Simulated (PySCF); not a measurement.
All values below come from PBE-D3(BJ)/def2-TZVP // PBE0-D4/def2-TZVP run with PySCF. Gas-phase values, no solvent. Excitations are Tamm–Dancoff values on a coarser integration grid. The basis has no diffuse functions, so Rydberg states are missing or too high.

Reference species (SMILES): `[S+]#[C-]` (neutral, multiplicity 1).

```
Quantity               Result
-------------------  --------
LUMO                 -3.34 eV
S1 excitation (TDA)   4.86 eV
dipole moment          1.99 D
```

Changed species: `O=B`.

Task: What does the change do to the LUMO, S1 excitation (TDA) and dipole moment?

Result: the LUMO rises by 2.37 eV, to -0.97 eV; the S1 excitation (TDA) increases by 3.08 eV, to 7.94 eV; the dipole moment increases by 0.55 D, to 2.54 D.
